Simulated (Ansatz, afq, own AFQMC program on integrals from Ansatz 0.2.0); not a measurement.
# BH₃ (singlet): quantum Monte Carlo beside coupled cluster at distance B1–H2 = 0.973 Å, cc-pVDZ

One table from this session's results is given with a row withheld; the runs are named, their logs left out.

The runs use Ansatz 0.2.0, Gaussian basis, and an in-house AFQMC program (afq) on its integrals; all values are calculated; cc-pVDZ, frozen cores.

Plan: Full CI; PBE (unrestricted); r2SCAN (unrestricted); PBE0 (unrestricted); B3LYP (unrestricted); wB97M-V (unrestricted); CCSD(T) on RHF; B2PLYP (unrestricted); Full CI; CCSDT(Q) on RHF; CCSDTQ on RHF; Phaseless AFQMC, CISD trial on RHF; Free-projection AFQMC, CISD trial on RHF; UHF.

7 further runs of the same task are left out: 7 that didn't finish.

### The geometry

The geometry derives from a PBE0/def2-TZVP stationary point (not a proven minimum). One bond is set to the value named and the two fragments are kept rigid.

4 atoms, charge 0, spin multiplicity 1.

Atoms are counted from 1 here; the program's logs count them from 0.

Bond lengths: B1–H2 0.973 Å, B1–H3 1.193 Å, B1–H4 1.193 Å. Angles: H2–B1–H3 120.0°, H2–B1–H4 120.0°, H3–B1–H4 120.0°.

The first run:

in.yaml

```yaml
crystal:
  periodic: [false, false, false]
  atoms:
    - {symbol: B, position_ang: [0.016061, 0.000196, -0.000003]}
    - {symbol: H, position_ang: [0.988988, 0.012062, -0.000214]}
    - {symbol: H, position_ang: [-0.593233, 1.026409, -0.002840]}
    - {symbol: H, position_ang: [-0.568021, -1.040572, 0.003092]}
basis:
  gaussian: {orbitals: cc-pVDZ}
correlation: {method: fci, electrons: outside_noble_gas}
```

Run with:

```console
ansatz run in.yaml --threads 1 --pin off --events-out ev --progress --plain --max-ram 16896MiB --backend cuda --devices 0, --max-vram 18GiB
```

Steps of the session up to this table: Full CI; PBE (unrestricted); r2SCAN (unrestricted); PBE0 (unrestricted); B3LYP (unrestricted); wB97M-V (unrestricted); CCSD(T) on RHF; B2PLYP (unrestricted); CCSDT(Q) on RHF; CCSDTQ on RHF; Phaseless AFQMC, CISD trial on RHF; Free-projection AFQMC, CISD trial on RHF (settings varied); UHF.

One table of the session follows, with a row left open; its other results are not shown here.

On the RHF determinant, counted from full CI (exact for this spin and basis):

```
                                                    level  from full CI (meV)
                                                       HF             +3163.8
                                                      MP2                   ?
                                                     CCSD               +47.2
                                                  CCSD(T)                +9.6
                                                 CCSDT(Q)                +0.2
                                                   CCSDTQ                 0.0
                                                  full CI                 0.0
    Phaseless AFQMC, CISD trial, step 0.005, 4000 walkers                +1.4
Free-projection AFQMC, CISD trial, step 0.08, 100 walkers                +0.9
```

**Question.** Estimate the row for MP2.

The run gave: from full CI (meV): +687.6. In the column «from full CI (meV)» it lies between CCSD (+47.2) and HF (+3163.8).

Caveats from the session: On RHF the phaseless walk with the CISD trial lies +1.4 meV from full CI, within three error bars.
